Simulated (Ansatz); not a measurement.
Predict the output of the script below (the Ansatz DFT code, driven from Python).

The script, `run_conformers.py`:
```python
import ansatz as az
from rdkit import Chem
from rdkit.Chem import AllChem

rd = Chem.AddHs(Chem.MolFromSmiles("C=C/C=C/CN"))
ids = list(AllChem.EmbedMultipleConfs(rd, numConfs=20, randomSeed=995, pruneRmsThresh=0.4))
field = [energy for _, energy in AllChem.MMFFOptimizeMoleculeConfs(rd)]
distinct = {round(e, 2): i for i, e in zip(ids, field)}
chosen = sorted(distinct.items())[:5]
found = []
for force_field, index in chosen:
    mol = az.Crystal.molecule()
    for atom, xyz in zip(rd.GetAtoms(), rd.GetConformer(index).GetPositions()):
        mol = mol.atom(atom.GetSymbol(), xyz.round(5).tolist())
    calc = mol.calculation().basis(gaussian="6-31G*").functional("r2SCAN")
    found.append(calc.run(threads=1, pin="off").report["free_energy_ev"])
print("conformer   MMFF (kcal/mol)   this level (eV)")
for (force_field, index), e in zip(chosen, found):
    print(f"{index:9d} {force_field - chosen[0][0]:17.2f} {(e - min(found)):17.3f}")
```

```console
$ python run_conformers.py
conformer   MMFF (kcal/mol)   this level (eV)
        1              0.00             0.026
        0              0.68             0.000
        2              0.84             0.023
```

The conformers keep their force-field geometries. The whole script took 21 s on 1 thread of Arm Neoverse V1, with other jobs on the host, peak memory 0.29 GiB.
